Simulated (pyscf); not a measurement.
H₂N–SiH•–Cl + ammonia (NH₃) → H₂N–SiH(NH₂)–Cl + H atom (H•), a substitution at N (doublet surface; H–N broken, N–Si formed). Single points on ωB97X-D3(BJ)/def2-SVP structures (PySCF, gas phase). Energies in kcal/mol from the separated reactants.

Small-basis levels: PySCF, no dispersion term, spherical d functions. Open shells are spin-unrestricted. 

Q: In single points SVWN5/6-31G* puts the saddle at 0.0 kcal/mol and the reaction energy at -0.5 kcal/mol. Should these be trusted to within a few kcal/mol? Compare with ωB97M-D3(BJ)/def2-TZVP.

A: ωB97M-D3(BJ)/def2-TZVP gives ΔE‡ = 17.1 kcal/mol and ΔE = -2.1 kcal/mol. SVWN5/6-31G* lies 17.2 kcal/mol under it in the barrier and 1.6 kcal/mol over it in the reaction energy, so on this step it does not hold to within 3.0 kcal/mol. At SVWN5/6-31G* this geometry lies under one side, so its ΔE‡ may be no barrier of that level. ωB97M-D3(BJ)/def2-TZVP has limits of its own. On the reactant side the descent ends in a complex, 6.0 kcal/mol under the separated species and 25.3 kcal/mol under the saddle at ωB97X-D3(BJ)/def2-TZVP. At ωB97X-D3(BJ)/def2-TZVP the barrier from the zero used here is 19.3 kcal/mol. This is the saddle that the search found; another between the same sides may lie lower. The angle at the attacked N is 130°.
